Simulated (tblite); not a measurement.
# H3KN: the cost of one run

Programs: tblite 0.8.0 and PySCF 2.14.0. All values are calculated, for the isolated system unless a continuum is named. Atoms count from 0, parts from 1.

## 1. The system as given

5 atoms, charge 1, multiplicity 1; geometry: rigid parts in contact. Parts: 1 = atom 0, `[K+]`, charge 1; 2 = atoms 1–4, `N`, charge 0.

## 2. Search for minima with GFN2-xTB

The job: settings as JSON, then the geometry in Å.

```
{"job": {"kind": "dock", "xc": "GFN2-xTB", "basis": "xTB"}, "charge": 1, "multiplicity": 1, "parts": [{"atoms": "0-0", "charge": 1, "multiplicity": 1}, {"atoms": "1-4", "charge": 0, "multiplicity": 1}]}
K      0.000000     0.000000     0.000000
N      0.652348    -2.095399     2.122932
H      0.862914    -1.852484     3.083250
H      0.288684    -3.040545     2.118026
H      1.524799    -2.099598     1.608937
```

Level: GFN2-xTB search for minima from random contacts, gas phase.

Command:

```console
OMP_NUM_THREADS=1 python cluster_run.py task.json out
```

The driver reads the jobs from task.json and runs them one after another.

Q: Estimate the wall time of this first job on 1 thread of Arm Neoverse N1, shared host.

About 1.3 s.
